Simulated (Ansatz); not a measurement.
How methods differ on PF3 (SMILES FP(F)F)

PF3: 4 atoms, total charge 0, spin state singlet. As SMILES, `FP(F)F`. The coordinates come from a GFN2-xTB relaxation.

Each level gives the vertical electron affinity (to the doublet anion) (eV). The values are calculated.

The electron affinity is E(neutral) − E(anion): positive where the electron is bound.

| level | kind | program | value (eV) | less FCI/STO-3G | CPU time (all runs) |
| --- | --- | --- | --- | --- | --- |
| HF/STO-3G | Hartree–Fock | Ansatz | -10.62 | +0.97 | 0.37 s |
| r2SCAN/STO-3G | meta-GGA | Ansatz | -10.34 | +1.25 | 19 s |
| BHLYP/STO-3G | global hybrid | Ansatz | -10.03 | +1.56 | 6 s |
| CAM-B3LYP/STO-3G | range-separated hybrid | Ansatz | -10.13 | +1.46 | 7 s |
| wB97M-V/STO-3G | range-separated hybrid | Ansatz | -10.46 | +1.13 | 81 s |
| CCSD/STO-3G | coupled cluster or CI | Ansatz | -11.52 | +0.07 | 0.55 s |
| CCSDT/STO-3G | coupled cluster or CI | Ansatz | -11.59 | 0.00 | 1 s |
| FCI/STO-3G | exact in the basis | Ansatz | -11.59 | 0.00 | 0.88 s |

FCI/STO-3G is exact within its basis and frozen core, so for wave-function methods in that basis the difference is their error; functionals converge differently with the basis, so for them it is only a difference. The values span -11.59 to -10.03 eV. All rows use very small basis sets, so none should be taken for the real molecule's value. Negative values mean that the anion is unbound at that level; they are set by how diffuse the basis is and aren't properties of the molecule, whose anion may well be bound. Times are those of the runs behind each value, whatever else they computed, on shared processors of several kinds: orders of magnitude only.
